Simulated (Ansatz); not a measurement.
Rhombohedral A7 Sb was calculated with PBE-D3(BJ) (Ansatz, a quantum-chemistry and plane-wave program, plane waves, PAW).

Settings: plane-wave cutoff 500 eV, 12×12×12 k mesh, Fermi–Dirac smearing 0.05 eV, scalar-relativistic PAW data made under PBE.

Computed at the level's own relaxed cell.

Question: Give the computed equilibrium volume per atom, equilibrium lattice constant a and c axis length.

Answer: 
- equilibrium volume per atom = 29.76 Å³/atom
- equilibrium lattice constant a = 4.322 Å
- c axis length = 11.038 Å

Measured, for comparison: lattice constant a 4.301 Å, lattice parameter c 11.232 Å (78 K, zero-point motion not removed; as tabulated in Schiferl, Barrett, J. Appl. Cryst. 2, 30 (1969), COD 9009654). Computed (rounded) less measured: lattice constant a +0.5 %, lattice parameter c -1.7 %.

Spin–orbit coupling is not included.

The computed numbers hold no vibrational or temperature effects.
